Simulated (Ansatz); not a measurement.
# SiH₃Cl (SMILES [SiH3]Cl): functionals against CCSD(T) at one geometry

An exercise on one series of results from a longer session: the logs are not shown, and one member is left open.

Method: single points in def2-TZVPP; program: Ansatz 0.2.0, Gaussian basis.

Correlated methods freeze the cores.

### The starting structure

5 atoms, charge 0, spin multiplicity 1.

Atoms are counted from 1 here; the program's logs count them from 0.

Bond lengths: Si1–Cl2 2.023 Å, Si1–H3 1.477 Å, Si1–H4 1.434 Å, Si1–H5 1.417 Å. Angles: Cl2–Si1–H3 108.0°, Cl2–Si1–H4 108.4°, Cl2–Si1–H5 107.2°, H3–Si1–H4 111.5°, H3–Si1–H5 111.5°, H4–Si1–H5 110.0°.

Coordinates:

```mol
ClH3Si
  3D, bonds by distance, orders not assigned

  5  4  0  0  0  0  0  0  0  0999 V2000
   -0.1232    0.0228   -0.0353 Si  0  0
    1.7992   -0.4978    0.3202 Cl  0  0
   -0.9473   -0.4792    1.0834 H   0  0
   -0.5251   -0.5537   -1.2849 H   0  0
   -0.1655    1.4368   -0.1192 H   0  0
  1  2  8  0
  1  3  8  0
  1  4  8  0
  1  5  8  0
M  END
```

Set-up of the first run:

Input file run/in.yaml:

```yaml
crystal:
  periodic: [false, false, false]
  atoms:
    - {symbol: Si, position_ang: [-0.123200, 0.022800, -0.035300]}
    - {symbol: Cl, position_ang: [1.799200, -0.497800, 0.320200]}
    - {symbol: H, position_ang: [-0.947300, -0.479200, 1.083400]}
    - {symbol: H, position_ang: [-0.525100, -0.553700, -1.284900]}
    - {symbol: H, position_ang: [-0.165500, 1.436800, -0.119200]}
basis:
  gaussian: {orbitals: def2-TZVPP}
correlation: {method: ccsd_t}
output: {forces: true}
```

No record of the launch command was kept for these runs.

Among the steps run: CCSD(T)/def2-TZVPP; PBE0-D4/def2-TZVPP; wB97M-V/def2-TZVPP; r2SCAN-D4/def2-TZVPP; PBE-D4/def2-TZVPP; B97M-V/def2-TZVPP; HSE06-D4/def2-TZVPP.

One table of the session follows, with a row left open; its other results are not shown here.

| method | RMS force component (eV/Å) | angle to CCSD(T) forces (°) | dipole (D) |
| --- | --- | --- | --- |
| CCSD(T) | 0.506 | reference | 1.22 |
| PBE0-D4 | 0.530 | 8.1 | 1.24 |
| wB97M-V | 0.479 | 3.1 | 1.23 |
| r2SCAN-D4 | 0.522 | 6.2 | 1.21 |
| PBE-D4 | 0.602 | 9.3 | 1.15 |
| B97M-V | 0.470 | 11.0 | 1.07 |
| HSE06-D4 | ? | ? | ? |

**Question.** Estimate the row for HSE06-D4.

As computed: RMS force component (eV/Å): 0.532; angle to CCSD(T) forces (°): 7.9; dipole (D): 1.24. In the column «RMS force component (eV/Å)» it lies between PBE0-D4 (0.530) and PBE-D4 (0.602).
